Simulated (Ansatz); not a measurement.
A made-up structure of CH₅BN, doublet:

```
8
angstrom
B -0.6548 0.8588 -0.6411
N 0.0161 0.1971 0.4026
C 0.6531 -1.0108 0.3657
H 1.0770 -0.1238 0.7622
H -1.1528 1.9189 -0.4068
H 0.0449 0.6517 1.3039
H 1.1277 -1.3937 1.2556
H 0.6637 -1.5556 -0.5655
```

It is relaxed with PBE-D4/def2-SVP and then PBE0-D4/def2-TZVP (Ansatz 0.2.0). Atoms count as bonded within 1.22 times the sum of their covalent radii (H–H: 0.88 Å). The end point is not checked to be a true minimum.

Q: Does its bonding change? (A judgement: the text doesn't fix the answer.)

A: By the calculation: Yes. Formed: none; broken: N2–H4.

Where it ends: The first stage lowers the energy by 5.45 eV in 8 steps. It ends as CH₅BN ([BH][NH][CH3]):
```tsv
atom	x (Å)	y (Å)	z (Å)
B1	-0.7949	0.8127	-0.5519
N2	-0.0070	0.3435	0.4675
C3	0.8468	-0.8261	0.4374
H4	1.8930	-0.5579	0.6110
H5	-1.4890	1.7842	-0.4929
H6	0.0113	0.8352	1.3527
H7	0.5475	-1.5551	1.1960
H8	0.7673	-1.2941	-0.5433
```

Labels in which every atom is bracketed show which atoms are joined, not bond orders.

For scale, one of the runs: PBE0-D4/def2-TZVP relaxation, 123 basis functions, launched by `ansatz run in.yaml --threads 2 --pin off --events-out ev --progress --plain --max-ram 4352MiB`. The run took about 16 s on 2 CPU threads of an Arm Neoverse V1 (shared host).
